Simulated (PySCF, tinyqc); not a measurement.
Inside a calculation. Method: coupled-perturbed Hartree-Fock on RHF in the sto-3g basis, for CH+, spin multiplicity 1. The lowest restricted solution is unstable here: a spin-polarised one lies 0.0145 hartree lower (PySCF). Computed by tinyqc, a small Python program that keeps every step (integrals from PySCF). Settings: charge = 1, multiplicity = 1, basis = sto-3g, method = RHF, energy threshold = 1e-10, iteration cap = 51, orthogonalisation = symmetric, start = core, DIIS depth = 6. Command: `OMP_NUM_THREADS=1 python tinyqc.py 21768 21769 out.jsonl` (the two numbers bound the seeds that draw the settings). One thread of a shared host (Intel(R) Xeon(R) Processor @ 2.60GHz), about 0.2 s of CPU time with the checks. The early iterations of the SCF are left out here.

## One-electron integrals

Geometry (angstrom):
```
atom,x,y,z
C,0.0000,0.0000,0.0000
H,0.0000,0.0000,0.9900
```

Basis sto-3g: exponents (1/bohr^2) and contraction coefficients of normalised primitives:
```
element,l (shell),exponent,coefficient
C,s (1),71.6168,0.1543
C,s (1),13.0451,0.5353
C,s (1),3.5305,0.4446
C,s (2),2.9412,-0.1000
C,s (2),0.6835,0.3995
C,s (2),0.2223,0.7001
C,p (3),2.9412,0.1559
C,p (3),0.6835,0.6077
C,p (3),0.2223,0.3920
H,s (1),3.4253,0.1543
H,s (1),0.6239,0.5353
H,s (1),0.1689,0.4446
```

Overlap, kinetic and nuclear-attraction integrals over the contracted functions; the nuclear repulsion is the sum of Za Zb / Rab.

nuclear repulsion = 3.207135 hartree

overlap S:
```
,1C 1s,1C 2s,1C 2px,1C 2py,1C 2pz,2H 1s
1C 1s,1.0000,0.2484,0.0000,0.0000,0.0000,0.0786
1C 2s,0.2484,1.0000,0.0000,0.0000,0.0000,0.5496
1C 2px,0.0000,0.0000,1.0000,0.0000,0.0000,0.0000
1C 2py,0.0000,0.0000,0.0000,1.0000,0.0000,0.0000
1C 2pz,0.0000,0.0000,0.0000,0.0000,1.0000,0.4989
2H 1s,0.0786,0.5496,0.0000,0.0000,0.4989,1.0000
```

kinetic energy T (hartree):
```
,1C 1s,1C 2s,1C 2px,1C 2py,1C 2pz,2H 1s
1C 1s,15.8911,-0.0859,0.0000,0.0000,0.0000,-0.0047
1C 2s,-0.0859,0.4722,0.0000,0.0000,0.0000,0.1425
1C 2px,0.0000,0.0000,1.4777,0.0000,0.0000,0.0000
1C 2py,0.0000,0.0000,0.0000,1.4777,0.0000,0.0000
1C 2pz,0.0000,0.0000,0.0000,0.0000,1.4777,0.3258
2H 1s,-0.0047,0.1425,0.0000,0.0000,0.3258,0.7600
```

nuclear attraction V (hartree):
```
,1C 1s,1C 2s,1C 2px,1C 2py,1C 2pz,2H 1s
1C 1s,-34.1873,-4.3250,0.0000,0.0000,-0.0205,-1.4063
1C 2s,-4.3250,-5.7009,0.0000,0.0000,-0.1972,-2.7987
1C 2px,0.0000,0.0000,-5.6093,0.0000,0.0000,0.0000
1C 2py,0.0000,0.0000,0.0000,-5.6093,0.0000,0.0000
1C 2pz,-0.0205,-0.1972,0.0000,0.0000,-5.7600,-2.4227
2H 1s,-1.4063,-2.7987,0.0000,0.0000,-2.4227,-4.3312
```

core Hamiltonian H = T + V (hartree):
```
,1C 1s,1C 2s,1C 2px,1C 2py,1C 2pz,2H 1s
1C 1s,-18.2961,-4.4109,0.0000,0.0000,-0.0205,-1.4109
1C 2s,-4.4109,-5.2287,0.0000,0.0000,-0.1972,-2.6561
1C 2px,0.0000,0.0000,-4.1315,0.0000,0.0000,0.0000
1C 2py,0.0000,0.0000,0.0000,-4.1315,0.0000,0.0000
1C 2pz,-0.0205,-0.1972,0.0000,0.0000,-4.2822,-2.0969
2H 1s,-1.4109,-2.6561,0.0000,0.0000,-2.0969,-3.5712
```

## Two-electron integrals

Functions are numbered as in S; the eight-fold symmetry (ij|kl) = (ji|kl) = (kl|ij) leaves the list below.

Two-electron integrals (ij|kl) in chemists' order, unique and non-zero (hartree):
```
i,j,k,l,(ij|kl)
1,1,1,1,3.5419
2,1,1,1,0.5769
2,1,2,1,0.1119
2,2,1,1,0.8547
2,2,2,1,0.2053
2,2,2,2,0.6247
3,1,3,1,0.0203
3,2,3,1,0.0309
3,2,3,2,0.1380
3,3,1,1,0.8524
3,3,2,1,0.2053
3,3,2,2,0.6246
3,3,3,3,0.6728
4,1,4,1,0.0203
4,2,4,1,0.0309
4,2,4,2,0.1380
4,3,4,3,0.0363
4,4,1,1,0.8524
4,4,2,1,0.2053
4,4,2,2,0.6246
4,4,3,3,0.6003
4,4,4,4,0.6728
5,1,5,1,0.0203
5,2,5,1,0.0309
5,2,5,2,0.1380
5,3,5,3,0.0363
5,4,5,4,0.0363
5,5,1,1,0.8524
5,5,2,1,0.2053
5,5,2,2,0.6246
5,5,3,3,0.6003
5,5,4,4,0.6003
5,5,5,5,0.6728
6,1,1,1,0.1850
6,1,2,1,0.0356
6,1,2,2,0.0649
6,1,3,3,0.0647
6,1,4,4,0.0647
6,1,5,1,0.0022
6,1,5,2,0.0040
6,1,5,5,0.0654
6,1,6,1,0.0116
6,2,1,1,0.3872
6,2,2,1,0.0940
6,2,2,2,0.3082
6,2,3,3,0.3014
6,2,4,4,0.3014
6,2,5,1,0.0089
6,2,5,2,0.0576
6,2,5,5,0.3216
6,2,6,1,0.0310
6,2,6,2,0.1894
6,3,3,1,0.0102
6,3,3,2,0.0517
6,3,5,3,0.0117
6,3,6,3,0.0253
6,4,4,1,0.0102
6,4,4,2,0.0517
6,4,5,4,0.0117
6,4,6,4,0.0253
6,5,1,1,0.3085
6,5,2,1,0.0759
6,5,2,2,0.2642
6,5,3,3,0.2508
6,5,4,4,0.2508
6,5,5,1,0.0166
6,5,5,2,0.0982
6,5,5,5,0.2908
6,5,6,1,0.0264
6,5,6,2,0.1934
6,5,6,5,0.2191
6,6,1,1,0.5162
6,6,2,1,0.1274
6,6,2,2,0.4693
6,6,3,3,0.4445
6,6,4,4,0.4445
6,6,5,1,0.0166
6,6,5,2,0.1385
6,6,5,5,0.5186
6,6,6,1,0.0429
6,6,6,2,0.3482
6,6,6,5,0.3950
6,6,6,6,0.7746
```

## Orthogonalisation

S = U s U^T; symmetric (Loewdin) form X = U s^(-1/2) U^T, so that X^T S X = 1.

eigenvalues of S: 0.2497  0.8188  1.0000  1.0000  1.1433  1.7883

X:
```
,1C 1s,1C 2s,1C 2px,1C 2py,1C 2pz,2H 1s
1C 1s,1.0258,-0.1451,0.0000,0.0000,-0.0141,0.0277
1C 2s,-0.1451,1.2319,0.0000,0.0000,0.1851,-0.4574
1C 2px,0.0000,0.0000,1.0000,0.0000,0.0000,0.0000
1C 2py,0.0000,0.0000,0.0000,1.0000,0.0000,0.0000
1C 2pz,-0.0141,0.1851,0.0000,0.0000,1.1650,-0.4088
2H 1s,0.0277,-0.4574,0.0000,0.0000,-0.4088,1.3667
```

## Iteration 6 (converged): orbitals

converged F (hartree):
```
,1C 1s,1C 2s,1C 2px,1C 2py,1C 2pz,2H 1s
1C 1s,-11.7267,-3.1189,0.0000,0.0000,-0.0246,-1.0046
1C 2s,-3.1189,-1.9554,0.0000,0.0000,-0.1348,-1.0881
1C 2px,0.0000,0.0000,-0.3080,0.0000,0.0000,0.0000
1C 2py,0.0000,0.0000,0.0000,-0.3080,0.0000,0.0000
1C 2pz,-0.0246,-0.1348,0.0000,0.0000,-0.8610,-0.7577
2H 1s,-1.0046,-1.0881,0.0000,0.0000,-0.7577,-1.0425
```

Diagonalise F' = X^T F X, C = X C', fill 3 alpha and 3 beta electrons from the bottom; D = 2 C_occ C_occ^T. Each column has its largest component positive (the first on a tie).

F' = X^T F X (hartree):
```
,1,2,3,4,5,6
1,-11.5007,-1.5381,0.0000,0.0000,-0.0341,-0.1869
2,-1.5381,-1.1860,0.0000,0.0000,0.1288,-0.5511
3,0.0000,0.0000,-0.3080,0.0000,0.0000,0.0000
4,0.0000,0.0000,0.0000,-0.3080,0.0000,0.0000
5,-0.0341,0.1288,0.0000,0.0000,-0.5782,-0.5735
6,-0.1869,-0.5511,0.0000,0.0000,-0.5735,-0.3491
```

orbital energies (hartree): MO1 -11.7315, MO2 -1.3139, MO3 -0.8833, MO4 -0.3080, MO5 -0.3080, MO6 0.3144

coefficients C:
```
,MO1,MO2,MO3,MO4,MO5,MO6
1C 1s,0.9941,-0.2200,0.1532,0.0000,0.0000,0.1190
1C 2s,0.0254,0.7110,-0.6842,0.0000,0.0000,-0.8988
1C 2px,0.0000,0.0000,0.0000,0.7892,-0.6141,0.0000
1C 2py,0.0000,0.0000,0.0000,0.6141,0.7892,0.0000
1C 2pz,0.0064,0.2745,0.6843,0.0000,0.0000,-1.0075
2H 1s,-0.0082,0.3316,0.3270,0.0000,0.0000,1.4240
```

D after iteration 6:
```
,1C 1s,1C 2s,1C 2px,1C 2py,1C 2pz,2H 1s
1C 1s,2.1202,-0.4719,0.0000,0.0000,0.1016,-0.0619
1C 2s,-0.4719,1.9485,0.0000,0.0000,-0.5458,0.0236
1C 2px,0.0000,0.0000,0.0000,0.0000,0.0000,0.0000
1C 2py,0.0000,0.0000,0.0000,0.0000,0.0000,0.0000
1C 2pz,0.1016,-0.5458,0.0000,0.0000,1.0873,0.6295
2H 1s,-0.0619,0.0236,0.0000,0.0000,0.6295,0.4340
```

Within a degenerate level the vectors are fixed only up to a rotation; this is one choice.

## Convergence

Stop when the energy changes by less than 1e-10 hartree and every element of the error matrix X^T (F D S - S D F) X is below 3e-06.

Course of the cycle:
```
iteration,E (hartree),change,largest element of the error matrix
1,-36.916840,-,7.53e-01
2,-37.410646,-4.94e-01,1.44e-01
3,-37.422823,-1.22e-02,5.65e-03
4,-37.422841,-1.85e-05,8.16e-04
5,-37.422842,-6.33e-07,1.25e-05
6,-37.422842,-9.87e-11,2.82e-07
```

PySCF RHF in the same basis = -37.422842 hartree

Converged in 6 iterations.

## Integrals over molecular orbitals

(pq|rs) = sum C_ip C_jq C_kr C_ls (ij|kl), one index at a time.

one-electron integrals over orbitals h = C^T H C (hartree):
```
,1,2,3,4,5,6
1,-18.2840,0.3344,-0.2248,0.0000,0.0000,-0.1687
2,0.3344,-4.3669,0.1182,0.0000,0.0000,0.6273
3,-0.2248,0.1182,-4.0506,0.0000,0.0000,0.3470
4,0.0000,0.0000,0.0000,-4.1315,0.0000,0.0000
5,0.0000,0.0000,0.0000,0.0000,-4.1315,0.0000
6,-0.1687,0.6273,0.3470,0.0000,0.0000,-3.1425
```

Two-electron integrals over orbitals (pq|rs), unique and non-zero (hartree):
```
p,q,r,s,(pq|rs)
1,1,1,1,3.5120
2,1,1,1,-0.2903
2,1,2,1,0.0400
2,2,1,1,0.7555
2,2,2,1,-0.0032
2,2,2,2,0.6464
3,1,1,1,0.1997
3,1,2,1,-0.0213
3,1,2,2,0.0216
3,1,3,1,0.0292
3,2,1,1,-0.0730
3,2,2,1,0.0094
3,2,2,2,0.0646
3,2,3,1,0.0086
3,2,3,2,0.0737
3,3,1,1,0.7994
3,3,2,1,-0.0162
3,3,2,2,0.5047
3,3,3,1,-0.0088
3,3,3,2,-0.0581
3,3,3,3,0.6621
4,1,4,1,0.0215
4,2,4,1,0.0232
4,2,4,2,0.0916
4,3,4,1,-0.0161
4,3,4,2,-0.0465
4,3,4,3,0.0614
4,4,1,1,0.8521
4,4,2,1,-0.0091
4,4,2,2,0.5652
4,4,3,1,0.0058
4,4,3,2,-0.0386
4,4,3,3,0.5818
4,4,4,4,0.6728
5,1,5,1,0.0215
5,2,5,1,0.0232
5,2,5,2,0.0916
5,3,5,1,-0.0161
5,3,5,2,-0.0465
5,3,5,3,0.0614
5,4,5,4,0.0363
5,5,1,1,0.8521
5,5,2,1,-0.0091
5,5,2,2,0.5652
5,5,3,1,0.0058
5,5,3,2,-0.0386
5,5,3,3,0.5818
5,5,4,4,0.6003
5,5,5,5,0.6728
6,1,1,1,0.1567
6,1,2,1,-0.0265
6,1,2,2,-0.0109
6,1,3,1,0.0014
6,1,3,2,-0.0142
6,1,3,3,0.0216
6,1,4,4,0.0037
6,1,5,5,0.0037
6,1,6,1,0.0269
6,2,1,1,-0.2243
6,2,2,1,0.0037
6,2,2,2,-0.0528
6,2,3,1,-0.0123
6,2,3,2,0.0342
6,2,3,3,-0.0480
6,2,4,4,-0.1077
6,2,5,5,-0.1077
6,2,6,1,0.0051
6,2,6,2,0.1118
6,3,1,1,-0.1279
6,3,2,1,0.0049
6,3,2,2,0.0181
6,3,3,1,0.0058
6,3,3,2,0.0565
6,3,3,3,-0.0918
6,3,4,4,-0.0561
6,3,5,5,-0.0561
6,3,6,1,-0.0086
6,3,6,2,0.0583
6,3,6,3,0.0799
6,4,4,1,-0.0118
6,4,4,2,-0.0433
6,4,4,3,0.0098
6,4,6,4,0.0306
6,5,5,1,-0.0118
6,5,5,2,-0.0433
6,5,5,3,0.0098
6,5,6,5,0.0306
6,6,1,1,0.7153
6,6,2,1,-0.0034
6,6,2,2,0.6227
6,6,3,1,0.0183
6,6,3,2,0.0838
6,6,3,3,0.4997
6,6,4,4,0.5142
6,6,5,5,0.5142
6,6,6,1,-0.0088
6,6,6,2,0.0172
6,6,6,3,0.0515
6,6,6,6,0.6841
```

## Response to a field: uncoupled start

dipole integrals <a|z|i> (bohr):
```
,i1,i2,i3
a4,0.0000,0.0000,0.0000
a5,0.0000,0.0000,0.0000
a6,-0.0666,0.5294,0.8076
```

Field along z; U_ai = -mu_ai / (e_a - e_i), alpha = -4 sum U_ai mu_ai.

uncoupled U:
```
,i1,i2,i3
a4,0.0000,0.0000,0.0000
a5,0.0000,0.0000,0.0000
a6,0.0055,-0.3251,-0.6743
```

uncoupled polarisability = 2.8684 bohr^3

## Coupled step 1

U_ai = -(mu_ai + sum_bj [4 (ai|bj) - (ab|ij) - (aj|bi)] U_bj) / (e_a - e_i); alpha = -4 sum U_ai mu_ai.

U after step 1:
```
,i1,i2,i3
a4,0.0000,0.0000,0.0000
a5,0.0000,0.0000,0.0000
a6,0.0039,-0.3449,-0.7959
```

polarisability = 3.3024 bohr^3

## Coupled step 2

As before.

U after step 2:
```
,i1,i2,i3
a4,0.0000,0.0000,0.0000
a5,0.0000,0.0000,0.0000
a6,0.0034,-0.3415,-0.8208
```

polarisability = 3.3758 bohr^3

## Coupled polarisability

Repeat until U stops changing; compare with -d2E/dF2.

Course of the coupled iterations:
```
step,alpha (bohr^3)
0,2.8684
1,3.3024
2,3.3758
3,3.3899
4,3.3930
5,3.3937
6,3.3939
7,3.3940
8,3.3940
9,3.3940
10,3.3940
11,3.3940
12,3.3940
13,3.3940
```

coupled polarisability = 3.3940 bohr^3

finite-field check, fields of +/-0.001 au = 3.3940 bohr^3
